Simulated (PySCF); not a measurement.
# `InChI=1S/C4H8O2/c5-3-1-2-4-6/h3,6H,1-2,4H2`

Geometry (Å), atoms numbered from 1 in this order:
```xyz
14

O    -1.770    0.903   -1.080
C    -1.838   -0.070   -0.385
C    -0.929   -0.401    0.762
C     0.229    0.583    0.907
C     1.328    0.278   -0.115
O     1.869   -1.014    0.043
H    -2.631   -0.830   -0.542
H    -0.542   -1.412    0.606
H    -1.545   -0.425    1.665
H     0.645    0.522    1.916
H    -0.132    1.599    0.740
H     0.913    0.301   -1.124
H     2.119    1.037   -0.046
H     2.282   -1.072    0.912
```

Computed, not measured: GIAO PBE0/6-31++G** magnetisability, rotational g tensor and spin-rotation constants, non-relativistic, gas phase (PySCF 2.14.0). Geometry: GFN2-xTB.

**Question.** What are the magnetisability and the molar susceptibility?

**Answer.** Isotropic -839 × 10⁻³⁰ J/T², or -50.5 × 10⁻⁶ cm³/mol; principal values -983, -843, -691 × 10⁻³⁰ J/T², anisotropy 253 × 10⁻³⁰ J/T² (root of half the summed squared differences of the principal values). The susceptibility is in cgs units.

**Question.** Split it along the inertial axes a, b, c into diamagnetic and paramagnetic parts about the centre of mass, with the quadrupole moment.

**Answer.** 
```csv
axis,χ (10⁻⁶ cm³/mol),diamagnetic (10⁻⁶ cm³/mol),paramagnetic (10⁻⁶ cm³/mol),summed x² of all electrons (Å²),quadrupole Θ (D Å)
a,-54.3,-265.9,211.6,124.9,-1.63
b,-44.3,-647.9,603.6,34.8,+1.53
c,-53.0,-677.7,624.7,27.8,+0.10
```
Anisotropies 2χaa − χbb − χcc = -11.3 and 2χbb − χaa − χcc = +18.7 × 10⁻⁶ cm³/mol. Θ is traceless in Buckingham's convention.

**Question.** And the rotational g tensor?

**Answer.** 
| axis | rotational constant (GHz) | g | nuclear part | electronic part |
| --- | --- | --- | --- | --- |
| a | 6.7863 | -0.0365 | 0.6381 | -0.6745 |
| b | 2.0527 | -0.0225 | 0.5596 | -0.5820 |
| c | 1.9555 | -0.0126 | 0.5612 | -0.5739 |

Asymmetric top; isotopes 12C, 1H, 16O; no vibrational averaging.
